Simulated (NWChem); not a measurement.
**doublet [SF4]+ at 3 levels**

Wanted: a comparison of 3 runs (UHF/6-311+G**, USVWN5/6-311+G**, UMP2/6-311+G**) of doublet [SF4]+. 

Program for the calculation: NWChem 7.3.0.

3 further runs of the same task are left out: 3 that didn't finish.

**1. The system as given**

[SF4]+ has 5 atoms, charge +1, and is taken as a doublet. SMILES of the parent species: `FS(F)(F)F`. The coordinates come from a PBE0-D4/def2-TZVP relaxation. That shape belongs to the parent species and isn't relaxed for this state.

Bond lengths: F1–S2 1.553 Å, S2–F3 1.649 Å, S2–F4 1.649 Å, S2–F5 1.553 Å. Angles: F1–S2–F3 87.6°, F1–S2–F4 87.6°, F1–S2–F5 101.3°, F3–S2–F4 172.5°, F3–S2–F5 87.6°, F4–S2–F5 87.6°.

**2. A single-point energy at UHF/6-311+G(d,p) (run 1)**

The input, f4s.nw:

```
start f4s
title "F4S"
memory total 2200 mb
charge 1

geometry units angstrom noautosym nocenter noautoz
  F     -0.561200    -0.228000     1.172800
  S      0.064000    -0.357400    -0.243000
  F      1.536700    -0.462000     0.491400
  F     -1.440100    -0.077300    -0.858200
  F      0.400600     1.124600    -0.563100
end

basis "ao basis" spherical bse
  * library 6-311+G**
end

scf
  doublet
  uhf
  thresh 1e-08
  maxiter 80
end

task scf energy
```

Started as:

```
nwchem f4s.nw > f4s.out
```

The program printed:

```text
[...]
  functions       =   118
[...]
  wavefunction    = UHF
[...]
         Total SCF energy =   -794.805872292841
      One electron energy =  -1683.101596873583
      Two electron energy =    589.576664003289
 Nuclear repulsion energy =    298.719060577453
                       Sz =      0.5000
                 Sz(Sz+1) =      0.7500
                      S^2 =      0.8406
[...]
```

Run time: 42 s. Hardware: 1 thread of Intel Xeon Platinum 8488C (Sapphire Rapids), shared host; peak memory 0.1 GiB.

**3. A single-point energy at USVWN5/6-311+G(d,p) (run 2)**

The input, f4s.nw:

```
start f4s
memory stack 880 mb heap 220 mb global 1100 mb
charge 1

geometry units angstroms noautosym nocenter noautoz
   F     -0.561200    -0.228000     1.172800
   S      0.064000    -0.357400    -0.243000
   F      1.536700    -0.462000     0.491400
   F     -1.440100    -0.077300    -0.858200
   F      0.400600     1.124600    -0.563100
end

basis spherical bse
   * library 6-311+G**
end

dft
   xc slater vwn_5
   mult 2
   grid fine
   convergence energy 1e-08
   iterations 100
   mulliken
   noprint "final vectors analysis"
end

task dft energy
```

Started as:

```
nwchem f4s.nw > f4s.out
```

The program printed:

```text
[...]
          Wavefunction type:  spin polarized.
          No. of atoms     :     5
          No. of electrons :    51
[...]
          Charge           :     1
          Spin multiplicity:     2
[...]
          AO basis - number of functions:   118
[...]
              XC Information
              --------------
                        Slater Exchange Functional  1.000 local
                      VWN V Correlation Functional  1.000 local
[...]
 d= 0,ls=0.0,diis     1   -792.8793970144 -1.09D+03  1.54D-02  2.18D+00     2.2
[...]
 d= 0,ls=0.0,diis    12   -793.2948243466  7.72D-09  1.25D-06  9.46D-08    19.1
[...]
         Total DFT energy =     -793.294824346647
      One electron energy =    -1683.465523518286
           Coulomb energy =      654.612229807346
    Exchange-Corr. energy =      -63.160591213159
 Nuclear repulsion energy =      298.719060577453
[...]
      Total Density - Mulliken Population Analysis
     ---------------------------------------------
    Atom       Charge   Shell Charges
 -----------   ------   -------------------------------------------------------
    1 F    9     9.02   1.07  0.93  1.17  1.10  2.28  0.91  1.62 -0.07  0.00  0.01
    2 S   16    15.07   0.77  1.20  0.92  1.07  1.21  0.61  1.85  4.01  0.92  1.75  0.25  0.03  0.02  0.47
    3 F    9     8.94   1.07  0.93  1.17  1.10  2.25  0.94  1.66 -0.16 -0.01  0.00
    4 F    9     8.94   1.07  0.93  1.17  1.10  2.25  0.94  1.66 -0.16 -0.01  0.00
    5 F    9     9.02   1.07  0.93  1.17  1.10  2.28  0.91  1.62 -0.07  0.00  0.01
[...]
      <S2> =      0.7515 (Exact =     0.7500)
[...]
```

Wall time 20 s (1 thread of Intel Xeon Platinum 8488C (Sapphire Rapids), shared host); peak memory 0.12 GiB.

**4. A single-point energy at UMP2/6-311+G(d,p) (run 3)**

The input, run.xyz:

```xyz
5
F4S mp2
F     -0.561200    -0.228000     1.172800
S      0.064000    -0.357400    -0.243000
F      1.536700    -0.462000     0.491400
F     -1.440100    -0.077300    -0.858200
F      0.400600     1.124600    -0.563100
```

The input, run.py:

```python
from ase.io import read
from ase.calculators.nwchem import NWChem

atoms = read('run.xyz')

calc = NWChem(
    label='run',
    theory='mp2',
    memory='2200 mb',
    basis='6-311+G**',
    basispar='spherical bse',
    charge=1,
    scf={'nopen': '1', 'uhf': None, 'thresh': '1e-08', 'maxiter': '80'},
    mp2={'freeze': 'core 9', 'tight': None},
    task='energy',
)
atoms.calc = calc

print(f"energy = {atoms.get_potential_energy():.6f} eV")
```

Started as:

```
export ASE_NWCHEM_COMMAND="nwchem PREFIX.nwi > PREFIX.nwo"
python run.py
```

The program printed:

```text
energy = -21653.990434 eV
```

The calculator wrote run.nwi:

```
title "run"

permanent_dir run

scratch_dir run

start run

geometry units angstrom nocenter noautosym noautoz
  F  -5.6120000000000003e-01 -2.2800000000000001e-01 1.1728000000000001e+00
  S  6.4000000000000001e-02 -3.5740000000000000e-01 -2.4299999999999999e-01
  F  1.5367000000000000e+00 -4.6200000000000002e-01 4.9140000000000000e-01
  F  -1.4400999999999999e+00 -7.7299999999999994e-02 -8.5819999999999996e-01
  F  4.0060000000000001e-01 1.1246000000000000e+00 -5.6310000000000004e-01
end

charge 1

memory 2200 mb

basis spherical bse noprint
   * library 6-311+G**
end

scf
  nopen 1
  uhf
  thresh 1e-08
  maxiter 80
end
mp2
  freeze core 9
  tight
end

task mp2 energy
```

run.nwo (excerpt; [...] marks lines left out):

```text
[...]
      One electron energy =  -1683.101596874066
[... 1 line left out ...]
 Nuclear repulsion energy =    298.719060577453
[... 48 lines left out ...]
          Final beta eigenvalues
[... 347 lines left out ...]
                     UHF Final Beta Molecular Orbital Analysis
[...]
          Total MP2 energy          -795.769477329066
[...]
```

Run time: 50 s. Hardware: 1 thread of Intel Xeon Platinum 8488C (Sapphire Rapids), shared host; peak memory 0.5 GiB.

**5. All runs side by side**

```csv
run,level,iteration cap,module,energy (Eh),HOMO energy (eV),LUMO energy (eV),⟨S²⟩,wall time
1,UHF/6-311+G**,80,scf,-794.805872,-24.57,-10.65,0.841,42 s
2,USVWN5/6-311+G**,100,dft,-793.294824,–,–,0.751,20 s
3,UMP2/6-311+G**,80,mp2,-795.769477,-24.57,-10.65,0.841,50 s
```

**6. What came out**

| quantity | value |
| --- | --- |
| run 3: total energy | -795.76948 Eh |
| run 3: HOMO energy (Hartree–Fock orbitals) (highest over α and β) | -24.57 eV |
| run 3: LUMO energy (Hartree–Fock orbitals) (lowest over α and β) | -10.65 eV |
| run 3: correlation energy (9 core orbitals frozen) | -963.6 mEh |
| run 3: ⟨S²⟩ of the reference determinant | 0.841 |

All runs together took 1.9 min, the longest 50 s.
